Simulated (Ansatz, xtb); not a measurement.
A geometry optimisation of CHBP with r2SCAN-D4/def2-SVP

The starting geometry of this gas-phase doublet was built from a drawn formula by distance geometry and a force field; its bonds are those of `[B]C=[P]`.

```xyz
4

C     0.3236    0.0345   -1.3038
B    -0.7896   -0.9700   -1.7637
P     0.0443    1.0968   -0.0937
H     1.3010   -0.0630   -1.7828
```

Where would you expect an optimisation with r2SCAN-D4/def2-SVP to take it?

It rearranges to `B1=C[P]1`. Contacts that close: B2–P3 (2.78 → 1.86 Å).

The energy falls by 1.81 eV over 12 steps:

```json
{"step": "1", "E − E(last) (eV)": "1.808"}
{"step": "2", "E − E(last) (eV)": "1.782"}
{"step": "3", "E − E(last) (eV)": "1.743"}
{"step": "5", "E − E(last) (eV)": "1.712"}
{"step": "6", "E − E(last) (eV)": "1.704"}
{"step": "7", "E − E(last) (eV)": "1.456"}
{"step": "8", "E − E(last) (eV)": "0.365"}
{"step": "10", "E − E(last) (eV)": "0.002"}
{"step": "11", "E − E(last) (eV)": "0.000"}
{"step": "12", "E − E(last) (eV)": "0.000"}
```

Final geometry (Å):

```xyz
4

C     0.5200   -0.0758   -1.4633
B    -0.8517   -0.5715   -1.3637
P    -0.3202    0.8044   -0.2370
H     1.5314   -0.0588   -1.8800
```

From the same start GFN2-xTB reaches the same bonding as this run.

No frequencies were run, so the end isn't proven a minimum. Open shells are spin-unrestricted. Run with Ansatz 0.2.0, 95 s on 1 thread of Arm Neoverse V1, with other jobs on the host.
